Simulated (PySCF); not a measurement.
## TDDFT excited states: [CH5N2]+

Compound: streptocyanine-1, CH5N2 (charge +1).
SMILES: `NC=[NH2+]`

The calculation used PySCF 2.14.0, density-fitted response routines, TDDFT CAM-B3LYP/aug-cc-pVTZ, vertical, gas phase, core orbitals frozen in the response. One conformer (not necessarily the lowest) at the PBE0-D3(BJ)/def2-TZVP geometry, without solvent, vibrations or thermal averaging. Torsions of this conformer, `[NH2:1][CH:2]=[NH2+:3]`: H–N1–C2–N3 0°, H–N1–C2–N3 180°.

Question: Predict the UV-vis stick spectrum at this level.

Answer: 

```csv
state,λ (nm),E (eV),f,|μ| (D),symmetry,"main configurations (H = HOMO, L = LUMO)"
S1,163.9,7.57,0.336,3.42,B1 or B2,H→L (97%)
S2,149.9,8.27,0.0000,0.00,–,H→L+1 (94%)
S3,138.2,8.97,0.0000,0.00,–,H→L+2 (92%)
S4,134.2,9.24,0.035,1.00,B1 or B2,H→L+3 (91%)
S5,122.7,10.10,0.0042,0.33,B1 or B2,H-2→L (97%)
S6,117.6,10.55,0.0002,0.07,–,"H→L+6 (78%), H→L+15 (10%)"
S7,117.2,10.58,0.0049,0.35,B1 or B2,H→L+4 (97%)
S8,117.0,10.60,0.0000,0.00,–,"H→L+5 (69%), H→L+7 (15%)"
S9,114.2,10.86,0.0000,0.00,–,"H→L+7 (76%), H→L+5 (16%)"
S10,112.4,11.03,0.106,1.59,A1,H-1→L (94%)
```

Triplets, Tamm–Dancoff:

```tsv
state	E (eV)	λ (nm)	main configurations (H = HOMO, L = LUMO)
T1	5.19	238.7	H→L (98%)
T2	7.99	155.2	H→L+1 (90%)
T3	8.26	150.1	H-1→L (97%)
T4	8.86	140.0	H→L+2 (89%)
```

The lowest singlet comes at 164 nm (730 kJ/mol) in the vacuum ultraviolet; it is strong; its leading configuration is HOMO→LUMO (97%). The lowest level is also the most intense of those listed (f = 0.336). Löwdin shares by element: HOMO nitrogen 69%, carbon 12%, hydrogen 5% or more; LUMO carbon 41%, nitrogen 40%, hydrogen 8% or more. The oscillator strengths of these states sum to 0.487; summed over the whole spectrum of an exact calculation they would give the number of electrons, 24 (Thomas–Reiche–Kuhn). The listed states span 3.46 eV, and the widest gap between neighbours is 0.86 eV (S4 to S5). Of the 10 states listed, 3 reach f = 0.01 and 5 stay under 0.0005. Symmetry labels in C2v follow from the direction of the transition dipole and are given only for states with f of 0.002 or more; B1 and B2 swap with the choice of axes. The window holds the lowest 10 singlets.
